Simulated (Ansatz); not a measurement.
CS (carbon monosulfide): methods side by side

CS: 2 atoms, total charge 0, spin state singlet. SMILES: `[C-]#[S+]`. The bond length is the measured one.

| atom | x (Å) | y (Å) | z (Å) |
| --- | --- | --- | --- |
| C | 0.0000 | 0.0000 | 0.0000 |
| S | 0.0000 | 0.0000 | 1.5349 |

Quantity: the energy change with the C1–S2 bond stretched from 1.535 to 1.919 Å, in eV. The values are calculated.

```csv
level,kind,program,value (eV),less FCI/STO-3G
revPBE/STO-3G (restricted),GGA,Ansatz,1.82,-0.04
CAM-B3LYP/STO-3G (restricted),range-separated hybrid,Ansatz,2.58,+0.72
MP2/STO-3G (restricted),perturbation theory,Ansatz,2.22,+0.36
BCCD(T)/STO-3G (restricted),coupled cluster or CI,Ansatz,1.86,0.00
CCSD/STO-3G (restricted),coupled cluster or CI,Ansatz,2.38,+0.52
CCSDT(Q)/STO-3G (restricted),coupled cluster or CI,Ansatz,1.84,-0.02
CCSDT/STO-3G (restricted),coupled cluster or CI,Ansatz,1.85,-0.01
CCSDTQ/STO-3G (restricted),coupled cluster or CI,Ansatz,1.87,+0.01
FCI/STO-3G,exact in the basis,Ansatz,1.86,0.00
```

FCI/STO-3G is exact within its basis and frozen core, so for wave-function methods in that basis the difference is their error; functionals converge differently with the basis, so for them it is only a difference. The first shape isn't each level's own minimum. The values span 1.82 to 2.58 eV. All rows use very small basis sets, so even the best lies far from the true value.
